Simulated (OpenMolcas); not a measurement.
**SO2F2 (sulfuryl fluoride) at FNO-MP2/pc-2 (Cholesky decomposition, electric field -0.005 a.u., field axis y, virtual fraction 0.5)**

Aim: the energy change on altering one bond length of SO2F2 (sulfuryl fluoride) at FNO-MP2/pc-2 (Cholesky decomposition, electric field -0.005 a.u., field axis y, virtual fraction 0.5), from 2 runs. 

The calculation is run with OpenMolcas 26.06.

1 further run of the same task is left out (set aside as unsound or not needed).

## 1. The molecule

The species is SO2F2 (5 atoms), meant as a singlet with charge 0. As SMILES, `O=S(=O)(F)F`. The coordinates come from a PBE0-D4/def2-TZVP relaxation.

Bond lengths: O1–S2 1.404 Å, S2–O3 1.404 Å, S2–F4 1.539 Å, S2–F5 1.539 Å. Angles: O1–S2–O3 124.9°, O1–S2–F4 108.1°, O1–S2–F5 108.1°, O3–S2–F4 108.1°, O3–S2–F5 108.1°, F4–S2–F5 95.6°.

## 2. The energy at FNO-MP2/pc-2 (Cholesky decomposition, electric field -0.005 a.u., field axis y, virtual fraction 0.5)

File job.inp:

```
* F2O2S FNO-MP2
>>> EXPORT MOLCAS_PRINT=2

&GATEWAY
  XBAS
  O.pc-2
  S.pc-2
  F.pc-2
  End of Basis
  ZMAT
  O1
  S2 1 1.404085
  O3 2 1.404045 1 124.86098
  F4 2 1.539041 3 108.11909 1 -128.79758
  F5 2 1.539095 3 108.11494 4 -102.40338
  End of ZMAT

&SEWARD
  Medium

&FFPT
  Dipole
  Y 0.005

&SCF
  PrOrbitals=1 2

&MBPT2
  FNOMP2=0.5
  DoMP2
  Frozen=9
```

Started as:

```
$ export MOLCAS_MEM=1860
$ pymolcas job.inp > job.log
```

Log:

```text
--- Start Module: gateway ---
[...]
--- Stop Module: gateway /rc=_RC_ALL_IS_WELL_ ---
[...]
      Basis functions          154
[...]
--- Start Module: scf ---
[...]
       Convergence after  12 Iterations
[...]
::    Total SCF energy                               -746.2592889545
[...]
      Total spin, S                                     0.0000000000
[...]
      Total electronic charge=   50.000000
      Total            charge=   -0.000000
[...]
      Dipole Moment (debye):
      Origin of the operator (angstrom)=   -0.1608   -0.0000    1.4880
                   X= -1.1195E+00               Y= -2.4750E-01               Z=  5.8492E-01           Total=  1.2871E+00
      Quadrupole Moment (debye*angstrom):
[...]
--- Stop Module: scf /rc=_RC_ALL_IS_WELL_ ---
[...]
--- Start Module: mbpt2 ---
[...]
WARNING!
Default frozen orbitals as non valence orbitals is overwritten by user input.
Default values:   9
[...]
       Reference weight ( Cref**2 )         =        0.80469
::    Total MBPT2 energy                             -747.2701501253
[...]
--- Stop Module: mbpt2 /rc=_RC_ALL_IS_WELL_ ---
[...]
```

It took 26 s on 1 thread of Arm Neoverse V1, shared host; peak memory 0.26 GiB.

## 3. The distorted shape, same level

File job.input:

```
* F2O2S FNO-MP2

&GATEWAY
 XBAS
 O.pc-2
 S.pc-2
 F.pc-2
 End of Basis
 ZMAT
 O1
 S2 1 1.404085
 O3 2 1.404045 1 124.86098
 F4 2 1.539041 3 108.11909 1 -128.79758
 F5 2 3.0782 3 108.11494 4 -102.40339
 End of ZMAT

&SEWARD
 Medium

&FFPT
 Dipole
 Y 0.005

&SCF
 PrOrbitals
 1 2

&MBPT2
 FNOMP2
 0.5
 DoMP2
 Frozen
 9
```

Started as:

```
$ export MOLCAS_MEM=1860
$ pymolcas job.input > job.log
```

Log:

```text
--- Start Module: gateway ---
[...]
--- Stop Module: gateway /rc=_RC_ALL_IS_WELL_ ---
[...]
      Basis functions          154
[...]
--- Start Module: scf ---
[...]
       Convergence after  21 Iterations
[...]
::    Total SCF energy                               -745.9727409354
[...]
      Total spin, S                                     0.0000000000
[...]
      Total electronic charge=   50.000000
      Total            charge=   -0.000000
[...]
      Dipole Moment (debye):
      Origin of the operator (angstrom)=   -0.3316   -0.2124    1.5772
                   X=  3.0439E+00               Y=  4.7114E+00               Z= -1.5890E+00           Total=  5.8299E+00
      Quadrupole Moment (debye*angstrom):
[...]
--- Stop Module: scf /rc=_RC_ALL_IS_WELL_ ---
[...]
--- Start Module: mbpt2 ---
[...]
WARNING!
Default frozen orbitals as non valence orbitals is overwritten by user input.
Default values:   9
[...]
       Reference weight ( Cref**2 )         =        0.71909
::    Total MBPT2 energy                             -747.0852326595
[...]
--- Stop Module: mbpt2 /rc=_RC_ALL_IS_WELL_ ---
[...]
```

Run time: 31 s. Hardware: 1 thread of Arm Neoverse V1, shared host; peak memory 0.26 GiB.

## 4. Results

At FNO-MP2/pc-2 (Cholesky decomposition, electric field -0.005 a.u., field axis y, virtual fraction 0.5), 9 core orbitals frozen:

```
                                                         quantity          value
                                        first shape: total energy  -747.27015 Eh
                  first shape: dipole moment (mean-field density)         1.29 D
               first shape: HOMO–LUMO gap (Hartree–Fock orbitals)       20.45 eV
         first shape: correlation energy (9 core orbitals frozen)    -1010.9 mEh
                                    distorted shape: total energy  -747.08523 Eh
              distorted shape: dipole moment (mean-field density)         5.83 D
           distorted shape: HOMO–LUMO gap (Hartree–Fock orbitals)        6.92 eV
     distorted shape: correlation energy (9 core orbitals frozen)    -1112.5 mEh
energy change with the S2–F5 bond stretched from 1.539 to 3.078 Å       5.032 eV
```

**Reading.** One bond (distorted shape) is far stretched, which a spin-restricted single reference describes badly; perturbation theory on it can break down and give far too much correlation. With the S2–F5 bond stretched from 1.539 to 3.078 Å the energy rises by 5.03 eV (486 kJ/mol). The first shape isn't relaxed at this level, so the change isn't measured from a minimum. A restricted reference can't describe the breaking bond well at this length. Mulliken charges (first shape) of the mean-field density run from -0.62 on O1 to +1.91 on S2.
